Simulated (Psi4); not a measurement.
**BSiH2F (SMILES B[Si]F): UMP3/def2-TZVP (ZORA, density fitting, density fitting for correlation)**

What is the energy change on altering one bond length of BSiH2F at UMP3/def2-TZVP (ZORA, density fitting, density fitting for correlation)? 

Program for the calculation: Psi4 1.11.

2 further runs of the same task are left out: 2 set aside as unsound or not needed.

### Step 1. The system as given

The species is BSiH2F (5 atoms), meant as a triplet with charge 0. SMILES: `B[Si]F`. The shape is that of a GFN2-xTB optimisation.

Bond lengths: B1–Si2 1.877 Å, Si2–F3 1.654 Å, B1–H4 1.171 Å, B1–H5 1.174 Å. Angles: B1–Si2–F3 118.5°, Si2–B1–H4 120.0°, Si2–B1–H5 119.8°, H4–B1–H5 120.2°.

### Step 2. The energy at UMP3/def2-TZVP (ZORA, density fitting, density fitting for correlation)

job.py reads:

```python
import psi4

psi4.set_memory(1600000000)
psi4.set_num_threads(1)
psi4.set_output_file('run.log', False)

geom = psi4.geometry("""
0 3
B      0.234950     0.685700    -0.124130
Si    -0.890020    -0.807470    -0.293660
F     -0.519870    -2.176130     0.558950
H     -0.000350     1.667090    -0.717680
H      1.175290     0.630810     0.576520
""")

psi4.set_options(dict(basis='def2-TZVP', reference='uhf', scf_type='df', freeze_core=True, mp_type='df', relativistic='zora'))

E, wfn = psi4.energy('mp3', molecule=geom, return_wfn=True)
print('E =', round(E, 9))
```

On the command line:

```console
$ python job.py
```

run.log, cut to the lines that bear on the results:

```text
[...]
  Running in c1 symmetry.
[...]
  Nuclear repulsion =   80.830231592822145
[...]
  Multiplicity = 3
[...]
  Nalpha       = 16
  Nbeta        = 14
[...]
    Number of basis functions: 111
[...]
   @DF-UHF iter   1:  -415.21307565975781   -9.71067e-01   3.51331e-03 ADIIS/DIIS
[...]
   @DF-UHF iter  15:  -415.30340047770710   -1.78488e-11   9.32673e-09 DIIS
[...]
   @S^2 Observed:                2.008642133E+00
[...]
    Orbital Energies [Eh]
    ---------------------
    Alpha Occupied:
       1A    -69.191282     2A    -26.339502     3A     -7.616939
       4A     -6.213407     5A     -4.297578     6A     -4.297438
       7A     -4.288178     8A     -1.586392     9A     -0.800818
      10A     -0.716391    11A     -0.667202    12A     -0.663961
      13A     -0.564020    14A     -0.514703    15A     -0.387475
      16A     -0.325203
    Alpha Virtual:
      17A      0.056583    18A      0.103473    19A      0.130788
      20A      0.147232    21A      0.194172    22A      0.200207
      23A      0.221253    24A      0.255560    25A      0.288715
[...]
  @DF-UHF Final Energy:  -415.30340047770710
   => Energetics <=
    Nuclear Repulsion Energy =             80.8302315928221446
    One-Electron Energy =                -736.3596115131251736
    Two-Electron Energy =                 240.2259794425958717
    Total Energy =                       -415.3034004777071004
  UHF NO Occupations:
  HONO-2 :   14  A 1.9966554
  HONO-1 :   15  A 1.0000000
[...]
 Multipole Moments:
 ------------------------------------------------------------------------------------
     Multipole            Electronic (a.u.)      Nuclear  (a.u.)        Total (a.u.)
 ------------------------------------------------------------------------------------
 L = 1.  Multiply by 2.5417464519 to convert [e a0] to [Debye]
 Dipole X            :         -1.6745438            1.3482879           -0.3262559
 Dipole Y            :         -3.2419180            3.5353045            0.2933865
 Dipole Z            :          0.1879394           -0.5476420           -0.3597026
 Magnitude           :                                                    0.5673663
[...]
	DF-SCS-MP2 Total Energy (a.u.)     :  -415.72623451162400
	DF-SOS-MP2 Total Energy (a.u.)     :  -415.72403917701911
	DF-SCS(N)-MP2 Total Energy (a.u.)  :  -415.48583586998780
[...]
	DF-MP2 Total Energy (a.u.)         :  -415.73062518083384
[...]
	DF-MP3 Total Energy (a.u.)         :  -415.74993178035800
[...]
```

Standard output:

```text
E = -415.74993178
```

It took 24 s on 1 thread of Intel Xeon Platinum 8488C (Sapphire Rapids), shared host; peak memory 0.37 GiB.

### Step 3. The distorted shape

input.dat reads:

```
memory 1600 MB

molecule geom {
  0 3
  B
  Si 1 1.877193
  F 2 1.8199 1 118.51625
  H 1 1.170809 2 120.03416 3 179.83301
  H 1 1.173952 4 120.18137 2 179.86359
}

set globals {
  basis        def2-TZVP
  reference    uhf
  scf_type     df
  freeze_core  true
  mp_type      df
  relativistic zora
}

energy_value, wavefunction = energy('mp3', return_wfn=True)
```

On the command line:

```console
$ psi4 input.dat output.dat -n 1
```

output.dat, cut to the lines that bear on the results:

```text
[...]
  Running in c1 symmetry.
[...]
  Nuclear repulsion =   76.735581450096973
[...]
  Multiplicity = 3
[...]
  Nalpha       = 16
  Nbeta        = 14
[...]
    Number of basis functions: 111
[...]
   @DF-UHF iter   1:  -415.18103357391675   -1.08903e+00   3.74217e-03 DIIS/ADIIS
[...]
   @DF-UHF iter  16:  -415.28146844359549   -6.19593e-12   5.40497e-09 DIIS
[...]
   @S^2 Observed:                2.008759805E+00
[...]
    Orbital Energies [Eh]
    ---------------------
    Alpha Occupied:
       1A    -69.208647     2A    -26.307223     3A     -7.629873
       4A     -6.228649     5A     -4.313144     6A     -4.312464
       7A     -4.302335     8A     -1.529491     9A     -0.798421
      10A     -0.684017    11A     -0.620454    12A     -0.618430
      13A     -0.566426    14A     -0.524120    15A     -0.401095
      16A     -0.338708
    Alpha Virtual:
      17A      0.048117    18A      0.090330    19A      0.123120
      20A      0.142162    21A      0.187262    22A      0.196922
      23A      0.216676    24A      0.248342    25A      0.285349
[...]
  @DF-UHF Final Energy:  -415.28146844359549
   => Energetics <=
    Nuclear Repulsion Energy =             76.7355814500969728
    One-Electron Energy =                -728.3312132288282328
    Two-Electron Energy =                 236.3141633351357314
    Total Energy =                       -415.2814684435954860
  UHF NO Occupations:
  HONO-2 :   14  A 1.9966536
  HONO-1 :   15  A 1.0000000
[...]
 Multipole Moments:
 ------------------------------------------------------------------------------------
     Multipole            Electronic (a.u.)      Nuclear  (a.u.)        Total (a.u.)
 ------------------------------------------------------------------------------------
 L = 1.  Multiply by 2.5417464519 to convert [e a0] to [Debye]
 Dipole X            :          0.0027629           -0.0022506            0.0005123
 Dipole Y            :         -0.5880607            1.5034460            0.9153853
 Dipole Z            :          3.3374352           -3.6451332           -0.3076980
 Magnitude           :                                                    0.9657166
[...]
	DF-SCS-MP2 Total Energy (a.u.)     :  -415.70851768589034
	DF-SOS-MP2 Total Energy (a.u.)     :  -415.70636276541092
	DF-SCS(N)-MP2 Total Energy (a.u.)  :  -415.46541888674125
[...]
	DF-MP2 Total Energy (a.u.)         :  -415.71282752684925
[...]
	DF-MP3 Total Energy (a.u.)         :  -415.73007941766173
[...]
```

Run time: 24 s. Hardware: 1 thread of Intel Xeon Platinum 8488C (Sapphire Rapids), shared host; peak memory 0.37 GiB.

### Step 4. Results

Level: UMP3/def2-TZVP (ZORA, density fitting, density fitting for correlation), 7 core orbitals frozen.

| quantity | value |
| --- | --- |
| first shape: total energy | -415.74993 Eh |
| first shape: HOMO energy (Hartree–Fock orbitals) (highest over α and β) | -8.85 eV |
| first shape: LUMO energy (Hartree–Fock orbitals) (lowest over α and β) | 0.44 eV |
| first shape: correlation energy (7 core orbitals frozen) | -446.5 mEh |
| first shape: ⟨S²⟩ of the reference determinant | 2.009 |
| distorted shape: total energy | -415.73008 Eh |
| distorted shape: HOMO energy (Hartree–Fock orbitals) (highest over α and β) | -9.22 eV |
| distorted shape: LUMO energy (Hartree–Fock orbitals) (lowest over α and β) | 0.12 eV |
| distorted shape: correlation energy (7 core orbitals frozen) | -448.6 mEh |
| distorted shape: ⟨S²⟩ of the reference determinant | 2.009 |
| energy change with the Si2–F3 bond stretched from 1.654 to 1.820 Å | 0.540 eV |

**Reading.** With the Si2–F3 bond stretched from 1.654 to 1.820 Å the energy rises by 0.54 eV (52.1 kJ/mol). The first shape isn't relaxed at this level, so the change isn't measured from a minimum.
